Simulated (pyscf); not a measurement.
H₂P–GeH₃ (SMILES [PH2][GeH3]) + H₂ (SMILES [H][H]) -> H₂P–GeH₃ (SMILES [PH2][GeH3]) + H₂ (SMILES [H][H]) (four-centre exchange; singlet surface; H–P, H–H broken, H–P, H–H formed). Single points on ωB97X-D3(BJ)/def2-SVP structures (PySCF, gas phase). Energies in eV from the separated reactants.

| level | barrier | reaction energy |
|---|---|---|
| ωB97X-D3(BJ)/def2-TZVP | 3.50 | 0.00 |
| PBE/def2-TZVP | 2.80 | 0.00 |
| PBE0-D3(BJ)/def2-TZVP | 3.09 | 0.00 |
| M06-2X/def2-TZVP | 3.50 | 0.00 |
| ωB97M-D3(BJ)/def2-TZVP | 3.38 | 0.00 |
| HF/def2-TZVP | 4.46 | 0.00 |

The functionals in the table span 0.71 eV in this barrier, from PBE to ωB97X-D3(BJ)/def2-TZVP. The same reactants have a lower exit, to PH₃ + GeH₄ (barrier +2.74 eV at ωB97M-D3(BJ)/def2-TZVP, against +3.38 eV here). One saddle was located; it need not be the lowest between these sides. Elements up to Kr have no core potential and no relativistic terms here.
